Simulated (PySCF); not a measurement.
## Working out the ionisation energy of C

C [He] 2s2 2p2 (3P) → C⁺ [He] 2s2 2p1 (2P). All numbers are calculated (PySCF 2.14, the non-relativistic Hamiltonian (point nucleus), in aug-cc-pVTZ with one added diffuse shell each of s, p, d, f type (6s5p4d3f, 62 functions)). Frozen: 1s2. Energies in hartree (1 hartree = 27.21139 eV):

| part | C (lower) | C⁺ (upper) |
| --- | --- | --- |
| UHF | -37.691821 | -37.295006 |
| MP2 opposite-spin | -0.054976 | -0.047570 |
| MP2 same-spin | -0.012828 | -0.003463 |

What does Hartree-Fock give?

(-37.295006) − (-37.691821) = 0.396815 hartree = 10.798 eV.

What do MP2 and SCS-MP2 (6/5 opposite-spin, 1/3 same-spin) give?

The opposite-spin parts differ by 0.202 eV and the same-spin parts by 0.255 eV. MP2: 10.798 + (0.202) + (0.255) = 11.255 eV. SCS-MP2: 10.798 + 1.2 × (0.202) + (0.255)/3 = 11.125 eV.

Measured between the centres of the two terms (NIST): 11.262 eV, so MP2 (valence) is off by -0.007 eV.

What remains against the reference includes basis incompleteness, the frozen core and correlation beyond second order.
